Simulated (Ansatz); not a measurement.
**AlF$_{3}$, singlet: the ladder up to full CI**

Geometry: MP2(full)/6-31G*, from the G2/97 set.

| atom | x (Å) | y (Å) | z (Å) |
| --- | --- | --- | --- |
| Al | 0.0000 | 0.0000 | 0.0000 |
| F | 0.0000 | 1.6447 | 0.0000 |
| F | 1.4244 | -0.8224 | 0.0000 |
| F | -1.4244 | -0.8224 | 0.0000 |

Basis STO-3G; Ansatz 0.2.0. Correlated methods freeze the noble-gas cores, which leaves 24 electrons in 16 orbitals. Prefix R: restricted or restricted open-shell reference. Active spaces: valence = (18e, 13o, short of the full valence) chosen from the atoms' valence shells.

Full CI is exact within this basis and frozen core; it isn't the basis-set limit.

```
UHF ⟨S²⟩                          : 0.000
T1 diagnostic (RCCSD)             : 0.0153
largest doubles amplitude (RCCSD) : 0.044
```

```csv
level,E − E(full CI) (kcal/mol),share of correlation (%),wall time
RHF,58.08,0.00,–
RMP2,13.29,77.12,–
CISD,6.07,89.55,0.21 s
RCCSD,5.39,90.71,–
RCCSD(T),0.70,98.80,0.21 s
BCCD(T),0.64,98.89,0.24 s
RCCSDT,0.21,99.65,–
CISDTQ,0.17,99.71,0.91 s
RCCSDT(Q),-0.13,100.23,1 s
RCCSDTQ,-0.01,100.02,23 s
CASSCF (valence space),1.25,97.84,–
NEVPT2 (valence space),0.17,99.71,6.5 s (H100)
MRCISD (valence space),-0.05,100.08,–
MRCISD+Q (valence space),-0.05,100.09,16 s (H100)
```

The correlation energy at full CI, counted from RHF, is -2.519 eV. That run took 3.4 s on 1 thread of AMD EPYC 7R13, shared host over 828,720 determinants.

Times hold each run's SCF and search for its determinant on a shared host, so for small cases they say little of a method's own cost; rows without a card ran on 1 thread of AMD EPYC 7R13.

Not variational, and here over 5 meV under the exact energy: RCCSDT(Q).

The full-CI state has the irrep A1 of C2v, in the program's axes (one component, if the state is degenerate).

Natural occupations of full CI about the gap: 1.989 1.989 1.980 1.966 1.966 0.056 0.034 0.023 0.023; effectively unpaired electrons, Σ n²(2−n)², 0.03.

Atomization energy (electronic, same basis, no zero-point term; atoms at the same level, unrestricted beside the R rows where the molecule is a closed shell, with restricted open-shell steps beyond CCSDT(Q)) at full CI: 1298.3 kJ/mol. Errors of other levels:

| level | error (kJ/mol) |
| --- | --- |
| RHF | -175.9 |
| RMP2 | -25.7 |
| CISD | -25.4 |
| RCCSD | -22.6 |
| RCCSD(T) | -2.9 |
| BCCD(T) | -2.7 |
| RCCSDT | -0.9 |
| CISDTQ | -0.7 |
| RCCSDT(Q) | 0.5 |
| RCCSDTQ | 0.1 |

This basis is far from its limit, so the value isn't to be set against a measured one. Truncated CI isn't size-consistent, which counts against it in atomization.
